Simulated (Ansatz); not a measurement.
# ClFH₄Si (built from SMILES Cl.F[SiH3]): a reaction path by the nudged elastic band

What path joins these two structures, and how high does it climb? Both ends were relaxed at PBE0-D4 in triple zeta.

Method: PBE0-D4/def2-SVP; program: Ansatz 0.2.0, Gaussian basis.

22 further runs of the same task are left out: 22 set aside as unsound or not needed.

## (1) The system as given

The first end: 7 atoms, charge 0, spin multiplicity 1.

Atoms are counted from 1 here; the program's logs count them from 0.

Bond lengths: Si1–F2 1.612 Å, Si1–H3 1.480 Å, Si1–H4 1.480 Å, Si1–H5 1.480 Å, H6–Cl7 1.284 Å. Angles: F2–Si1–H3 107.4°, F2–Si1–H4 107.7°, F2–Si1–H5 107.7°, H3–Si1–H4 111.2°, H3–Si1–H5 111.3°, H4–Si1–H5 111.3°.

Geometry (Å):

```xyz
7
charge 0, multiplicity 1
Si   -0.83995   -0.73659    0.11760
F     0.71954   -0.50179   -0.21750
H    -1.11578   -2.18148   -0.04462
H    -1.07162   -0.30011    1.51234
H    -1.63209    0.07106   -0.83616
H     1.78584    1.20947   -0.28779
Cl    2.15407    2.43924   -0.24396
```

The second end:

```csv
atom,x (Å),y (Å),z (Å)
Si1,-0.9798,0.1030,-0.0444
F2,2.3334,-0.8896,0.4333
H3,-0.8277,-1.1794,-0.7624
H4,-0.8164,-0.0637,1.4147
H5,-2.2681,0.7527,-0.3707
H6,2.0405,-0.1032,0.0353
Cl7,0.5181,1.3801,-0.7058
```

## (2) The band at PBE0-D4/def2-SVP

Contents of neb/in.yaml:

```yaml
crystal:
  periodic: [false, false, false]
  atoms:
    - {symbol: Si, position_ang: [-0.839951, -0.736593, 0.117600]}
    - {symbol: F, position_ang: [0.719535, -0.501789, -0.217501]}
    - {symbol: H, position_ang: [-1.115782, -2.181484, -0.044624]}
    - {symbol: H, position_ang: [-1.071621, -0.300111, 1.512340]}
    - {symbol: H, position_ang: [-1.632089, 0.071064, -0.836159]}
    - {symbol: H, position_ang: [1.785835, 1.209467, -0.287789]}
    - {symbol: Cl, position_ang: [2.154071, 2.439243, -0.243965]}
basis:
  gaussian: {orbitals: def2-SVP}
hamiltonian: {xc: pbe0, dispersion: d4}
neb:
  images: 5
  climbing: true
  max_iterations: 40
  initial_path: idpp
  final_atoms:
    - {symbol: Si, position_ang: [-0.979807, 0.102954, -0.044432]}
    - {symbol: F, position_ang: [2.333368, -0.889619, 0.433295]}
    - {symbol: H, position_ang: [-0.827695, -1.179384, -0.762442]}
    - {symbol: H, position_ang: [-0.816420, -0.063739, 1.414662]}
    - {symbol: H, position_ang: [-2.268059, 0.752727, -0.370653]}
    - {symbol: H, position_ang: [2.040493, -0.103239, 0.035299]}
    - {symbol: Cl, position_ang: [0.518124, 1.380100, -0.705829]}
```

Command:

```
$ ansatz run in.yaml --threads 2 --pin off --events-out ev --progress --plain --max-ram 4352MiB
```

Output:

```text
Functional definition: PBE0
  name "PBE0"
  cite "Adamo & Barone, J. Chem. Phys. 110, 6158 (1999) doi:10.1063/1.478522"
  cite "Perdew, Burke & Ernzerhof, Phys. Rev. Lett. 77, 3865 (1996) doi:10.1103/PhysRevLett.77.3865"
  parent pbe
  parameter a = 0.25
  parameter kappa = 0.804
  parameter beta = 0.06672455060314922
  exchange = (1 - a)*pbe_x(kappa = kappa, mu = beta*pi^2/3) + a*exact_x
  correlation = pbe_c(beta = beta)
699 factors; integrals over basis functions are off by at most 5.4e-4 eV
mean field evaluation 1: about -23163.7555 eV, gradient 2.6e1 eV
mean field evaluation 2: about -23162.9352 eV, gradient 3.6e1 eV
mean field evaluation 4: about -23164.8056 eV, gradient 5.9e-1 eV
mean field evaluation 8: about -23164.8083 eV, gradient 2.7e-3 eV
mean field -23164.80831793 eV, -851.2910040128 hartree, gradient 3.3e-5 eV, S^2 0.000000; 0 other end points of the search recorded, 0 dependent functions left out
the calculation of the forces begins
reference -23164.80834195 eV, -851.2910048957 hartree; 22, 22 occupied and 48, 48 virtual orbitals, 699 factors
[... from here to the last solve, the lines of the solves are left out (123 solves) ...]
WARN: NEB end point (image 0): max|allowed force component| = 9.363e-1 eV/Å (the criterion of neb.relax_end_points is 1.000e-2). That is over neb.f_tol: it is no minimum, so the barrier can be far off. Relax it first
WARN: NEB end point (image 6): max|allowed force component| = 2.730e-1 eV/Å (the criterion of neb.relax_end_points is 1.000e-2). That is over neb.f_tol: it is no minimum, so the barrier can be far off. Relax it first
NEB iter   1: max|band force component| = 4.588e0 eV/Å  barrier→ = 4.2540 eV  barrier← = 4.0228 eV  Δτ_max = 0.2000 Å  (162 SCF iters)
NEB iter   2: max|band force component| = 3.068e0 eV/Å  barrier→ = 2.6509 eV  barrier← = 2.4196 eV  Δτ_max = 0.2000 Å  (143 SCF iters)
NEB iter   3: max|band force component| = 7.807e0 eV/Å  barrier→ = 1.8655 eV  barrier← = 1.6342 eV  Δτ_max = 0.1007 Å  (137 SCF iters)
NEB iter   4: max|band force component| = 1.372e0 eV/Å  barrier→ = 1.5280 eV  barrier← = 1.2968 eV  Δτ_max = 0.2000 Å  (133 SCF iters)
NEB iter   5: max|band force component| = 1.792e0 eV/Å  barrier→ = 1.2978 eV  barrier← = 1.0666 eV  Δτ_max = 0.1001 Å  (126 SCF iters)
NEB iter   6: max|band force component| = 5.328e-1 eV/Å  barrier→ = 1.1854 eV  barrier← = 0.9542 eV  Δτ_max = 0.1610 Å  (130 SCF iters)
NEB iter   7: max|band force component| = 7.846e-1 eV/Å  barrier→ = 1.0866 eV  barrier← = 0.8554 eV  CI = image 3  Δτ_max = 0.1753 Å  (123 SCF iters)
NEB iter   8: max|band force component| = 4.110e-1 eV/Å  barrier→ = 1.3268 eV  barrier← = 1.0955 eV  CI = image 3  Δτ_max = 0.1059 Å  (132 SCF iters)
NEB iter   9: max|band force component| = 1.472e-1 eV/Å  barrier→ = 1.3058 eV  barrier← = 1.0745 eV  CI = image 3  Δτ_max = 0.0412 Å  (122 SCF iters)
NEB iter  10: max|band force component| = 1.424e-1 eV/Å  barrier→ = 1.2997 eV  barrier← = 1.0684 eV  CI = image 3  Δτ_max = 0.0617 Å  (119 SCF iters)
NEB iter  11: max|band force component| = 1.246e-1 eV/Å  barrier→ = 1.2967 eV  barrier← = 1.0654 eV  CI = image 3  Δτ_max = 0.0293 Å  (117 SCF iters)
NEB iter  12: max|band force component| = 1.053e-1 eV/Å  barrier→ = 1.2941 eV  barrier← = 1.0628 eV  CI = image 3  Δτ_max = 0.0410 Å  (116 SCF iters)
NEB iter  13: max|band force component| = 1.205e-1 eV/Å  barrier→ = 1.2918 eV  barrier← = 1.0606 eV  CI = image 3  Δτ_max = 0.0205 Å  (119 SCF iters)
NEB iter  14: max|band force component| = 8.751e-2 eV/Å  barrier→ = 1.2901 eV  barrier← = 1.0588 eV  CI = image 3  Δτ_max = 0.0265 Å  (111 SCF iters)
NEB iter  15: max|band force component| = 4.796e-2 eV/Å  barrier→ = 1.2883 eV  barrier← = 1.0571 eV  CI = image 3  Δτ_max = 0.0201 Å  (116 SCF iters)
NEB iter  16: max|band force component| = 4.730e-2 eV/Å  barrier→ = 1.2873 eV  barrier← = 1.0561 eV  CI = image 3  Δτ_max = 0.0163 Å  (22 SCF iters)
NEB iter  17: max|band force component| = 6.990e-2 eV/Å  barrier→ = 1.2869 eV  barrier← = 1.0556 eV  CI = image 3  Δτ_max = 0.0410 Å  (23 SCF iters)
701 factors; integrals over basis functions are off by at most 9.3e-4 eV
mean field -23164.57362141 eV, -851.2823790748 hartree, gradient 1.8e-6 eV, S^2 0.000000; 0 other end points of the search recorded, 0 dependent functions left out
the calculation of the forces begins
reference -23164.57364181 eV, -851.2823798247 hartree; 22, 22 occupied and 48, 48 virtual orbitals, 701 factors
NEB iter  18: max|band force component| = 4.041e-2 eV/Å  barrier→ = 1.2866 eV  barrier← = 1.0553 eV  CI = image 3  CI's point: of a kind that is not told: the force calls were inconclusive, a negative curvature could not be distinguished from the path's own, the only one lies far off the path, or fixed occupations may fill a level only in part  Δτ_max = 0.0000 Å  (901 SCF iters)
WARN: NEB end point (image 0): the path dips 0.040831 eV below it before the top, so the barrier from the dip is that much higher. The path crosses a lower well, or the end point is a saddle point, which neb.relax_end_points tests for
Total energy: -23163.59285120 eV, -851.2463364344 hartree
Atom 0 at    -0.594743    -0.140680     0.013872 Å, force     0.009861     0.022960     0.010672 eV/Å
Atom 1 at     1.199082    -0.867719     0.069821 Å, force    -0.018110    -0.011076    -0.009607 eV/Å
Atom 2 at    -0.973242    -1.553026    -0.297191 Å, force     0.006649    -0.002166     0.000668 eV/Å
Atom 3 at    -0.846622     0.151902     1.443255 Å, force    -0.007245    -0.004896     0.001982 eV/Å
Atom 4 at    -1.426163     0.649345    -0.935231 Å, force    -0.003293    -0.012433    -0.004871 eV/Å
Atom 5 at     1.591557     0.117735    -0.031304 Å, force     0.006404     0.010882    -0.000288 eV/Å
Atom 6 at     1.050130     1.642240    -0.263321 Å, force     0.005734    -0.003271     0.001443 eV/Å
Dipole moment:    -0.105033    -0.212301     0.044788 e Å
```

Run time: 51 s. Hardware: 2 threads of AMD EPYC 9R45, shared host.

The last band:

```csv
image,path (Å),energy (kJ/mol),Si1–Cl7 (Å),F2–H6 (Å),Si1–F2 (Å),H6–Cl7 (Å)
0,0.00,0.0,4.38,2.02,1.61,1.28
1,0.89,-3.9,3.76,1.95,1.64,1.29
2,1.78,17.6,3.07,1.64,1.67,1.31
3,2.67,124.1,2.44,1.07,1.94,1.63
4,3.37,69.9,2.18,0.95,2.44,1.91
5,4.07,22.4,2.10,0.93,2.94,2.15
6,4.77,22.3,2.08,0.93,3.49,2.25
```

The highest image, 3:

```xyz
7

Si   -0.5947   -0.1407    0.0139
F     1.1991   -0.8677    0.0698
H    -0.9732   -1.5530   -0.2972
H    -0.8466    0.1519    1.4433
H    -1.4262    0.6493   -0.9352
H     1.5916    0.1177   -0.0313
Cl    1.0501    1.6422   -0.2633
```

## (3) Results

| quantity | value |
| --- | --- |
| PBE0-D4/def2-SVP, 18 iterations | highest 124.1 kJ/mol (image 3), last end +22.3 kJ/mol |
| from earlier runs: barrier over the separately found saddle, CCSD(T)/def2-TZVPP | 167.4 kJ/mol |

What this shows: The highest image lies 124.1 kJ/mol above the first end, and it climbed, so it estimates the saddle. The ends are not quite minima at this level (largest force component 0.94 eV/Å), so the heights are unreliable: relaxing the first end would lower it and raise the barrier above it. The highest image is 43.2 kJ/mol below the CCSD(T) barrier in triple zeta, which comes from separate runs on the saddle.
